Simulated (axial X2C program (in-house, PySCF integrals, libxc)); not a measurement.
**SiO: properties at the nuclei**

Calculated with an axial X2C code built on PySCF integrals: two-component X2C with atomic mean-field Coulomb and Gaunt terms, Gaussian nuclei, basis Si dyall-v3z, O dyall-av3z with contracted cores.

R = 1.518 Å (near the PBE0 minimum at charge 0 of the determinant lowest at the starting distance; the state shown can have its own minimum elsewhere).

Input and command:
```json
{"zs": [14, 8], "q": 0, "bas": ["dyall-v3z", "dyall-av3z"], "r0": 1.64, "levels": ["PBE0", "HF", "TPSSh", "B3LYP", "PBE"], "nst": 3}
```
```bash
python soeom.py task.json out
```

Keys: zs atomic numbers; q charge; bas basis sets; r0 starting distance in Å; levels methods; nst determinants followed.

Determinant lowest in the PBE0 search, Ω = 0 (closed shell), highest spinor 39% O p, 28% Si p, 24% Si s:

```tsv
level	qzz Si (a.u.)	qzz O (a.u.)	μ (D)
PBE0	-2.06	-0.69	-3.14
HF	-2.37	-0.68	-3.77
TPSSh	-1.98	-0.73	-2.96
B3LYP	-2.07	-0.73	-3.20
PBE	-1.94	-0.70	-2.88
```

qzz is the electric field gradient, eQq0 = 234.96 MHz × Q/barn × qzz; μ is positive if the O end (last atom) is positive. The operators were transformed with the bare-nucleus X2C matrices; with these basis sets, hyperfine constants and field gradients can be off by tens of per cent, and where levels differ in sign neither size nor sign is settled.

With Q(17O) = -0.02558 barn (Q from Pyykkö, Mol. Phys. 2018), turn the PBE0 values of the first state into constants in MHz.

eQq0(17O) = 234.96 × (-0.02558) × (-0.69) = 4.15 MHz.

Each state is one determinant with collinear spin. The search compared states at one distance, so a state with another bond length can lie lower.
